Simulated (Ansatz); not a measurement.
Density of states of Nb$_{3}$Au$_{2}$ (I4/mmm, a = 3.403 Å, b = 3.403 Å, c = 15.276 Å, α = 90.00°, β = 90.00°, γ = 90.00°), in states per eV and primitive cell, averaged over bins of 0.5 eV. The calculation used Ansatz 0.2.0, DFT r2SCAN, scalar-relativistic, plane waves, PAW.

Plane waves to 500 eV, a k mesh through Γ of 14×14×14 on the computed 5-atom cell and Gaussian smearing (0.10 eV); no spin polarisation.

The cell is relaxed at this level. The states (both spins) are summed by tetrahedra on a 21×21×21 mesh at the self-consistent density. Energies are bin centres; the table starts no lower than −8 eV and ends at 6 eV, or lower where the solved bands end.

It is a metal at this level.

```tsv
E − E_F (eV)	total	Nb 4d	Au 5d	Nb 5s	Au 6s
-7.80	0.56	0.04	0.06	0.10	0.34
-7.30	1.11	0.13	0.39	0.09	0.48
-6.80	4.79	0.42	3.47	0.17	0.67
-6.30	7.94	0.45	6.87	0.30	0.23
-5.80	5.94	0.59	4.84	0.29	0.14
-5.30	6.20	0.75	5.07	0.21	0.09
-4.80	4.53	0.60	3.39	0.36	0.09
-4.30	8.00	0.73	6.65	0.38	0.13
-3.80	4.27	0.48	3.49	0.15	0.11
-3.30	4.29	2.01	1.34	0.43	0.39
-2.80	3.74	2.20	0.69	0.36	0.38
-2.30	3.08	2.13	0.41	0.30	0.13
-1.80	4.73	3.57	0.53	0.28	0.15
-1.30	5.86	4.81	0.37	0.22	0.19
-0.80	4.85	3.86	0.37	0.15	0.18
-0.30	3.10	2.36	0.21	0.12	0.07
0.20	2.87	2.21	0.14	0.16	0.06
0.70	2.61	1.97	0.17	0.13	0.05
1.20	4.23	3.50	0.32	0.19	0.06
1.70	4.37	3.52	0.29	0.14	0.15
2.20	4.29	3.45	0.26	0.21	0.13
2.70	3.96	3.43	0.12	0.13	0.08
3.20	4.64	4.11	0.09	0.11	0.15
3.70	4.73	3.72	0.06	0.38	0.26
4.20	4.31	2.96	0.07	0.35	0.42
4.70	2.56	1.50	0.04	0.29	0.30
5.20	2.07	1.02	0.03	0.25	0.28
5.70	2.00	0.67	0.02	0.30	0.29
```

The columns after the total are the main Löwdin projections on the occupied valence shells of the potentials; 2 others are left out. The rest of the total lies in those, in shells that are empty in the free atom, which aren't projected, and between the atoms.

Spin-orbit coupling is left out, which matters for the bands of heavy elements.